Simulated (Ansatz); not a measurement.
We consider hcp Ru, described by LDA (Ansatz, an electronic-structure program, PAW).

Settings: plane-wave cutoff 520 eV, 30×30×16 k mesh (along the axes of the cell as run), Fermi–Dirac smearing 0.064 eV (set by the program), no spin polarisation, scalar-relativistic PAW data made under PBE.

Computed at the level's own relaxed cell.

Elastic tensor (GPa, Voigt notation, ions relaxed):

```
  658.1   216.7   202.2     0.0     0.0     0.0
  216.7   658.1   202.2     0.0     0.0     0.0
  202.2   202.2   743.4     0.0     0.0     0.0
    0.0     0.0     0.0   216.1     0.0     0.0
    0.0     0.0     0.0     0.0   216.1     0.0
    0.0     0.0     0.0     0.0     0.0   220.7
```

Q: Work out the Voigt, Reuss and Hill averages of the bulk and shear moduli, Young's modulus and Poisson's ratio from the printed constants.

A: K_V = [C11 + C22 + C33 + 2(C12 + C13 + C23)]/9 = [2059.6 + 2 × 621.1]/9 = 366.9 GPa. G_V = [2059.6 − 621.1 + 3 × 652.9]/15 = 226.5 GPa. From the compliances S = C⁻¹, K_R = 366.1 and G_R = 225.3 GPa. Hill means: K = 366.5, G = 225.9 GPa. E = 9KG/(3K + G) = 562 GPa, ν = (3K − 2G)/(6K + 2G) = 0.24, K/G = 1.62.

Measured, for comparison: elastic constant C11 563 GPa, elastic constant C12 188 GPa, elastic constant C44 181 GPa, elastic constant C33 624 GPa, elastic constant C13 168 GPa (temperature not stated, not corrected to a static lattice; as tabulated in Mehl and Papaconstantopoulos (1996), arXiv:mtrl-th/9602003). Computed (rounded) less measured: elastic constant C11 +17 %, elastic constant C12 +15 %, elastic constant C44 +19 %, elastic constant C33 +19 %, elastic constant C13 +20 %.

Static lattice: no zero-point or thermal effects.
